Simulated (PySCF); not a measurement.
**Level sweep**

N₂O.
Z-matrix (Å and degrees, PBE0-D3(BJ)/def2-SVP geometry), rows numbered from 1:
```
N 
N   1  1.1259
O   2  1.1730  1  180.00
```

PySCF, dipoles from the SCF density, polarisabilities from static response with core orbitals frozen. Isolated species at its PBE0-D3(BJ)/def2-SVP geometry, gas phase.

Reference dipole: 0.161 D (measured, gas; NIST CCCBDB Release 22 (SRD 101), experimental dipoles). Reference polarisability: 2.998 Å³ (measured, gas; NIST CCCBDB Release 22 (SRD 101), experimental polarizabilities). The anisotropy is √(½[(α1 − α2)² + (α2 − α3)² + (α3 − α1)²]).

| level | μ (D) | error (%) | α (au) | error (%) | anisotropy (au) |
| --- | --- | --- | --- | --- | --- |
| LDA/def2-SVPD | 0.142 | -11.9 | 18.87 | -6.7 | 17.96 |
| PBE/def2-SVPD | 0.132 | -17.8 | 18.79 | -7.1 | 18.00 |
| B3LYP/def2-SVPD | 0.054 | -66.5 | 18.57 | -8.2 | 18.01 |
| PBE0/def2-SVPD | 0.060 | -62.9 | 18.42 | -8.9 | 17.83 |
| BHandHLYP/def2-SVPD | 0.286 | +77.4 | 18.17 | -10.2 | 17.81 |
| CAM-B3LYP/def2-SVPD | 0.146 | -9.3 | 18.58 | -8.2 | 18.15 |
| wB97X-D/def2-SVPD | 0.112 | -30.1 | 18.73 | -7.4 | 17.96 |
| LC-wPBE/def2-SVPD | 0.163 | +1.0 | 18.56 | -8.3 | 18.26 |
| HF/def2-SVPD | 0.621 | +285.9 | 17.83 | -11.9 | 17.49 |
| PBE0/6-31G* | 0.051 | -68.4 | 14.06 | -30.5 | 20.15 |
| PBE0/def2-SVP | 0.021 | -87.2 | 13.90 | -31.3 | 20.01 |
| PBE0/6-31+G* | 0.025 | -84.5 | 16.91 | -16.4 | 22.12 |
| PBE0/aug-cc-pVDZ | 0.001 | -99.4 | 18.80 | -7.1 | 19.12 |
| PBE0/def2-TZVP | 0.022 | -86.3 | 16.90 | -16.5 | 20.42 |
| PBE0/def2-TZVPD | 0.006 | -96.4 | 19.07 | -5.8 | 18.36 |
| PBE0/aug-cc-pVTZ | 0.009 | -94.6 | 19.18 | -5.2 | 18.64 |

For the dipole, the smallest error is 1.0% (LC-wPBE/def2-SVPD) and the largest 285.9% (HF/def2-SVPD). For the polarisability, the smallest error is 5.2% (PBE0/aug-cc-pVTZ) and the largest 31.3% (PBE0/def2-SVP). The dipole runs from 0.00 D (PBE0/aug-cc-pVDZ) to 0.62 D (HF/def2-SVPD). In one basis (def2-SVPD) the functionals order the polarisability from HF (lowest) to LDA (highest), a spread of 6%. With PBE0 the polarisability is 14.96 au without diffuse functions (mean of 6-31G*, def2-SVP and def2-TZVP) and 18.48 au with them (mean of 6-31+G*, def2-SVPD, aug-cc-pVDZ, def2-TZVPD and aug-cc-pVTZ). Measured values can belong to vibrating molecules; the computed ones are for one fixed geometry.
